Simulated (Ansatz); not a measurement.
# AlBH+ (triplet): the correlation ladder, 6-31G

How much of the correlation energy of AlBH+ (triplet) does each wave-function method recover here?

Program: Ansatz 0.2.0, Gaussian basis. Level of theory: 6-31G, core rule «outside noble gas», up to 6 orbitals frozen. These are calculated values, not measurements.

To be run: UHF; CCSD(T) on ROHF; CCSD(T) on UHF; BCCD(T) on ROHF; CISD; CCSDT(Q) on ROHF; CCSDT(Q) on UHF; CISDTQ; CCSDTQ on ROHF; CCSDTQ on UHF; CASSCF and MRCISD+Q, 6 electrons in 9 orbitals; CASSCF and NEVPT2, 6 electrons in 9 orbitals; Full CI.

20 further runs of the same task are left out: 8 that didn't finish, 12 set aside as unsound or not needed.

**1. The system**

The geometry is a PBE0/def2-TZVP stationary point (not a proven minimum) of the parent state, kept for this charge and spin.

3 atoms, charge 1, spin multiplicity 3.

Atoms are counted from 1 here; the program's logs count them from 0.

Bond lengths: B1–Al2 1.937 Å, Al2–H3 1.577 Å. Angles: B1–Al2–H3 180.0°.

**2. UHF**

in.yaml

```yaml
crystal:
  periodic: [false, false, false]
  atoms:
    - {symbol: B, position_ang: [0.000000, 0.000000, 1.817000]}
    - {symbol: Al, position_ang: [0.000000, 0.000000, -0.120000]}
    - {symbol: H, position_ang: [0.000000, 0.000000, -1.697000]}
basis:
  gaussian: {orbitals: 6-31G}
total_charge: 1
magnetization: {spin_polarized: true, initial_magnetization: 2}
hamiltonian: {xc: hf}
output: {orbitals: {seedname: orbitals}}
```

Started as:

```sh
> ansatz run in.yaml --threads 1 --pin off --events-out ev --progress --plain --max-ram 2393MiB
```

After this run come: CCSD(T) on ROHF; CCSD(T) on UHF; BCCD(T) on ROHF; CISD; CCSDT(Q) on ROHF; CCSDT(Q) on UHF; CISDTQ; CCSDTQ on ROHF; CCSDTQ on UHF; CASSCF and MRCISD+Q, 6 electrons in 9 orbitals; CASSCF and NEVPT2, 6 electrons in 9 orbitals; Full CI.

Before running them: what should the planned runs give, taken together? Wanted: FCI below the RHF energy; RMP2 from FCI; UMP2 from FCI; RCCSD from FCI; RCCSD(T) from FCI; UCCSD(T) from FCI; RCCSDT(Q) from FCI; UCCSDT(Q) from FCI; NEVPT2 valence from FCI.

As calculated:

| quantity | value |
| --- | --- |
| FCI below the RHF energy | -1.7816 eV |
| RMP2 from FCI | +633.4 meV |
| UMP2 from FCI | +631.4 meV |
| RCCSD from FCI | +60.5 meV |
| RCCSD(T) from FCI | +24.4 meV |
| UCCSD(T) from FCI | +24.0 meV |
| RCCSDT(Q) from FCI | +1.0 meV |
| UCCSDT(Q) from FCI | +0.8 meV |
| NEVPT2 valence from FCI | +97.0 meV |
| MRCISD+Q valence from FCI | +3.1 meV |
| levels within 1 kcal/mol (43 meV) | RCCSD(T), UCCSD(T), BCCD(T), RCCSDT, UCCSDT, CISDTQ, RCCSDT(Q), UCCSDT(Q), RCCSDTQ, UCCSDTQ, MRCISD valence, MRCISD+Q valence |
| T1 diagnostic | 0.028 |
| effectively unpaired electrons | 2.03 |

RCCSD(T) lands +24.4 meV from the yardstick (1.4 % of the correlation energy). One determinant dominates. Of the multireference levels listed MRCISD+Q valence comes nearest in total energy (+3.1 meV), which doesn't show that its space is the better one. These misses are within one basis, not against nature; the frozen cores of restricted and unrestricted runs differ, which can shift their rows.
